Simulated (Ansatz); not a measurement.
Structure relaxation of Ni3Bi

Computed with Ansatz, DFT r2SCAN, scalar-relativistic, plane waves, PAW. Cutoff 500 eV, Γ-centred k mesh, Gaussian smearing, collinear spin, first started from parallel moments.

The start is a database structure of Ni3Bi, space group Pm-3m (No. 221).

```yaml
crystal:
  lattice:
    - [3.82201, 0.00000, 0.00000]
    - [0.00000, 3.82201, 0.00000]
    - [0.00000, 0.00000, 3.82201]
  atoms:
    - { symbol: Ni, position: [0.00000, 0.50000, 0.50000] }
    - { symbol: Ni, position: [0.50000, 0.00000, 0.50000] }
    - { symbol: Ni, position: [0.50000, 0.50000, 0.00000] }
    - { symbol: Bi, position: [0.00000, 0.00000, 0.00000] }
```

Steps on the 12×12×12 mesh (4 atoms). 4 of 6 steps are shown, and the free energy counts from the last. Trial steps that were taken back and renewals of the plane-wave basis can be among the rows.

| step | ΔF (meV/atom) | V (Å³/atom) | P (GPa) |
| --- | --- | --- | --- |
| 1 | 4.3 | 13.96 | -3.73 |
| 2 | -0.3 | 13.57 | 0.33 |
| 4 | 0.0 | 13.60 | -0.05 |
| 6 | 0.0 | 13.60 | 0.00 |

A final relaxation ran on a 12×12×12 mesh. The relaxed crystal, Pm-3m (No. 221):

```cif
data_structure
_symmetry_space_group_name_H-M 'Pm-3m'
_symmetry_Int_Tables_number 221
_cell_length_a 3.7891
_cell_length_b 3.7891
_cell_length_c 3.7891
_cell_angle_alpha 90.000
_cell_angle_beta 90.000
_cell_angle_gamma 90.000
_cell_volume 54.40
loop_
_atom_site_label
_atom_site_type_symbol
_atom_site_symmetry_multiplicity
_atom_site_Wyckoff_symbol
_atom_site_fract_x
_atom_site_fract_y
_atom_site_fract_z
_atom_site_occupancy
Ni1 Ni 3 c 0.00000 0.50000 0.50000 1
Bi1 Bi 1 a 0.00000 0.00000 0.00000 1
```

For Ni3Bi, the volume per atom is 13.60 Å³. The density is 11.75 g/cm³. The energy over the elements is 0.23 eV/atom. The gap on the 12×12×12 mesh is 0 eV (a metal) and the net moment per atom is 0.12 μB. The largest site moment is 0.17 μB.

Formation energies are uncorrected and refer to the elements' standard structures at the same level.

The final run used a 12×12×12 mesh on its 4-atom cell and 0.10 eV smearing. For metals, differences of a few meV/atom aren't resolved. Spin–orbit coupling is left out. The magnetic state reached may not be the lowest.

A structure relaxed within its symmetry needn't be a true minimum.

Cost: 2 runs of about 11 core-minutes in all, on Arm Neoverse V1 (shared hosts).